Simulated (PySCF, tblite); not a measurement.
# C₂H₆BN, a complex of two parts as drawn: NMR shifts, interaction energy, infrared bands, spin-spin couplings and core binding energies

The task here is to estimate one member of a computed series from the others.

Computed with tblite 0.8.0 and PySCF 2.14.0; each step states its level. No surroundings beyond the atoms listed, unless a continuum is named. Atoms count from 0, parts from 1.

### Starting point

10 atoms, charge 0, multiplicity 1; geometry: rigid parts in contact. Parts: 1 = atoms 0–3, `B`, charge 0; 2 = atoms 4–9, `CC#N`, charge 0.

The first run:

The job: settings as JSON, then the geometry in Å.

```
{"job": {"kind": "dock", "xc": "GFN2-xTB", "basis": "xTB"}, "charge": 0, "multiplicity": 1, "parts": [{"atoms": "0-3", "charge": 0, "multiplicity": 1}, {"atoms": "4-9", "charge": 0, "multiplicity": 1}]}
B      0.000028     0.000027     0.000011
H     -0.397299    -0.811019    -0.735012
H     -0.235591    -0.079885     1.137503
H      0.632862     0.890876    -0.402501
C      3.120205     0.902458     1.034008
C      3.200894     0.172752    -0.200932
N      3.265224    -0.407639    -1.183048
H      2.598691     0.302007     1.778330
H      4.124683     1.128534     1.389791
H      2.575735     1.832031     0.872668
```

With the program's defaults for keys left out, this is: GFN2-xTB search for minima from random contacts, gas phase.

Started as:

```
> OMP_NUM_THREADS=1 python cluster_run.py task.json out
```

The driver reads the jobs from task.json and runs them one after another.

Among the steps run: Docking the parts with GFN2-xTB; Relaxing the molecule at PBE0-D3(BJ)/def2-TZVPD; Shielding tensors: PBE0/pcSseg-2; Coupled-cluster interaction energy: CCSD(T) and MP2.

One table of the session follows, with a row left open; its other results are not shown here.

It belongs to the step «Coupled-cluster interaction energy: CCSD(T) and MP2». 

| method | interaction energy (kcal/mol) |
| --- | --- |
| HF/aug-cc-pVDZ | -21.02 |
| MP2/aug-cc-pVDZ | -32.61 |
| CCSD/aug-cc-pVDZ | -28.85 |
| CCSD(T)/aug-cc-pVDZ | ? |
| HF/aug-cc-pVQZ | -23.22 |
| MP2/aug-cc-pVQZ | -37.45 |
| SCS-MP2/aug-cc-pVQZ | -33.68 |
| MP2, extrapolated | -38.05 |
| CCSD(T), limit estimate | -35.52 |

Estimate the missing values for CCSD(T)/aug-cc-pVDZ.

**Answer.** interaction energy (kcal/mol): -30.08. In the column «interaction energy (kcal/mol)» it lies between MP2/aug-cc-pVDZ (-32.61) and CCSD/aug-cc-pVDZ (-28.85).

At this geometry B0 and N6 of different parts are bonded (1.54 Å), so this energy is that of a chemical bond rather than of a weak contact.

Limits of these values: The interaction energy leaves out the deformation of the parts, 15.41 kcal/mol at MP2. So large a deformation means that a part is far from its own minimum, so a sum across the two methods would be rough.
